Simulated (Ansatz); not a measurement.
Geometry optimisation, RKS CAM-B3LYP-D4/def2-SVPD in Ansatz.

input.yaml

```yaml
crystal:
  periodic: [false, false, false]
  atoms:
    - { symbol: B, position_ang: [-0.740167, 1.064012, 0.151175] }
    - { symbol: H, position_ang: [0.944312, -0.442431, 0.941769] }
    - { symbol: H, position_ang: [1.210312, -0.324555, 0.286588] }
    - { symbol: "N", position_ang: [-1.221018, 0.133372, -0.738981] }
    - { symbol: H, position_ang: [-0.854356, -0.796252, -0.907444] }
    - { symbol: H, position_ang: [-2.040984, 0.365854, -1.293007] }
basis:
  gaussian: { orbitals: def2-SVPD }
hamiltonian:
  xc: cam_b3lyp
  dispersion: d4
relax:
  f_tol: 0.03
  max_steps: 50
```

Command:

```bash
$ ansatz run input.yaml --threads 2 --pin off --max-ram 3072MiB --backend cpu --events-out ev --progress --plain --runs-dir out
```

Task: Where does it end, and by what steps?

Result: The run converged. The force dipped under the threshold on the way, but the program's further checks kept it going. After 22 steps the energy has fallen by 0.204 eV; B1 moved furthest, 1.23 Å.

```tsv
step	energy less start (eV)	largest force component (eV/Å)	accepted
0	0.0000	1.614	yes
1	-0.1234	0.280	yes
2	-0.1502	0.409	yes
3	-0.1062	1.756	no
4	-0.1725	0.224	yes
5	-0.1816	0.097	yes
6	-0.1848	0.051	yes
7	-0.1880	0.126	yes
8	-0.1821	0.533	no
9	-0.1919	0.061	yes
10	-0.1943	0.160	yes
11	-0.1939	0.278	no
12	-0.1970	0.056	yes
13	-0.1994	0.029	yes
14	-0.2007	0.159	yes
15	-0.1948	0.366	no
16	-0.2021	0.045	yes
17	-0.2029	0.042	yes
18	-0.2034	0.012	yes
19	-0.1946	0.526	no
20	-0.2035	0.149	yes
21	-0.2033	0.076	no
22	-0.2040	0.004	yes
```

```xyz
6
Properties=species:S:1:pos:R:3
B -1.774 1.602 -0.229
H 1.191 -0.899 0.869
H 1.530 -0.891 0.186
N -1.332 0.386 -0.676
H -0.478 -0.048 -0.335
H -1.839 -0.150 -1.375
```

Whether the end is a true minimum wasn't checked by a vibrational analysis.

Run time: 7.1 s on 2 threads of AMD EPYC 9R45 96-Core Processor (Zen 5), on a shared host, peak memory 0.15 GiB.
